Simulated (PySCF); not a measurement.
H3SiCH2F, CH₅FSi.
SMILES: `FC[SiH3]`

Method: PySCF 2.14.0, PBE0-D3(BJ)/def2-SVP geometry optimisation, gas phase.

Take the most abundant isotopes and a rigid rotor. 

(1) What are A, B and C (GHz)?

(2) What kind of rotor is it?

(3) What does the inertial defect say?

(4) Give the coordinates in the principal-axis frame, origin at the centre of mass.

(5) Where do the levels up to J = 4 lie, in MHz?

(6) Predict some low-J microwave lines.

(7) Estimate the classical rotational partition function at 50 K, 100 K and 500 K.

Results:

(1) Ia = 18.51, Ib = 100.35, Ic = 109.71 u·Å²; 505379 MHz·u·Å²/I gives 27300, 5036 and 4607 MHz, that is A = 27.300, B = 5.0359, C = 4.6066 GHz.

(2) A near-prolate asymmetric top: κ = (2 × 5036 − 27300 − 4607)/(27300 − 4607) = -0.96.

(3) Not planar: Δ = Ic − Ia − Ib = -9.16 u·Å². For a rigid frame Δ = −2 Σ m c², so Σ m c² = 4.58 u·Å² lies off the ab plane, practically all of it from hydrogen. The atom farthest from that plane is 1.23 Å away.

(4) The sense of each axis is arbitrary; atoms in the order of the calculation.
| atom | mass (u) | a (Å) | b (Å) | c (Å) |
| --- | --- | --- | --- | --- |
| F1 | 18.998 | 1.527 | 0.351 | 0.000 |
| C2 | 12.000 | 0.581 | -0.653 | 0.000 |
| Si3 | 27.977 | -1.164 | 0.103 | 0.000 |
| H4 | 1.008 | 0.733 | -1.294 | -0.888 |
| H5 | 1.008 | 0.730 | -1.290 | 0.890 |
| H6 | 1.008 | -1.354 | 0.932 | 1.225 |
| H7 | 1.008 | -1.347 | 0.957 | -1.209 |
| H8 | 1.008 | -2.169 | -1.005 | -0.013 |

(5) Above 0(0,0):
J = 1: 1(0,1) 9642, 1(1,1) 31907, 1(1,0) 32336
J = 2: 2(0,2) 28921, 2(1,2) 50763, 2(1,1) 52051, 2(2,1) 118844, 2(2,0) 118850
J = 3: 3(0,3) 57824, 3(1,3) 79042, 3(1,2) 81618, 3(2,2) 147772, 3(2,1) 147802, 3(3,1) 260171, 3(3,0) 260171
J = 4: 4(0,4) 96333, 4(1,4) 116741, 4(1,3) 121035, 4(2,3) 186337, 4(2,2) 186429, 4(3,2) 298753, 4(3,1) 298754, 4(4,1) 456096, 4(4,0) 456096

(6) The dipole components are |μa| = 0.81 D, |μb| = 1.31 D, |μc| = 0.00 D; the mirror of this Cs structure is the ab plane, so μc vanishes by symmetry and there are no c-type lines. Intensities carry the squares of the components, which stand as 0.39 : 1.00 (a : b). Some lines, for components of 0.1 D or more:

```csv
type,branch,"J(Ka,Kc)",MHz,lower level (cm⁻¹)
a,R,"2(1,1) ← 1(1,0)",19714,1.079
b,Q,"1(1,0) ← 1(0,1)",22694,0.322
a,R,"3(1,3) ← 2(1,2)",28280,1.693
a,R,"3(2,2) ← 2(2,1)",28927,3.964
b,R,"1(1,1) ← 0(0,0)",31907,0.000
a,R,"4(1,4) ← 3(1,3)",37699,2.637
a,R,"4(0,4) ← 3(0,3)",38509,1.929
a,R,"4(1,3) ← 3(1,2)",39416,2.722
a,R,"5(1,5) ← 4(1,4)",47113,3.894
a,R,"5(2,3) ← 4(2,2)",48321,6.219
b,Q,"3(2,1) ← 3(1,2)",66184,2.722
b,Q,"2(2,1) ← 2(1,2)",68081,1.693
b,Q,"5(2,4) ← 5(1,5)",70681,5.466
b,R,"2(2,0) ← 1(1,1)",86943,1.064
b,R,"3(2,2) ← 2(1,1)",95721,1.736
b,R,"3(3,1) ← 2(2,0)",141321,3.964
b,R,"3(3,0) ← 2(2,1)",141327,3.964
b,R,"5(3,3) ← 4(2,2)",160557,6.219
b,R,"5(3,2) ← 4(2,3)",160651,6.216
b,Q,"5(5,1) ← 5(4,2)",202300,16.822
b,R,"5(5,1) ← 4(4,0)",250526,15.214
```

(7) Point group Cs, symmetry number σ = 1; q = (√π/σ)·√((kT/h)³/(ABC)), k/h = 20836.6 MHz/K: 2370 at 50 K, 6700 at 100 K, 74900 at 500 K.

PBE0-D3(BJ)/def2-SVP frequencies: not computed here. No vibrational averaging or centrifugal distortion is included, and the geometry carries the error of its method. A rigid rotor knows nothing of internal rotation, which can split or shift real lines.
